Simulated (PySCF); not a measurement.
BCl₃, SMILES ClB(Cl)Cl. Coordinates come from a PBE0-D3(BJ)/def2-SVP optimisation. The isomer is the one that the SMILES or the coordinates give; other isomers of the formula were not compared.

Task: Give the equilibrium geometry at PBE0-D3(BJ)/def2-SVP (PySCF confirms it by a frequency run) as a Z-matrix, and its point group. (Estimate from the structure and the level; the computed values follow.)

Result: point group D3h.
```
B
Cl 1 1.7417
Cl 1 1.7417 2 120.00
Cl 1 1.7417 2 120.00 3 180.00
```
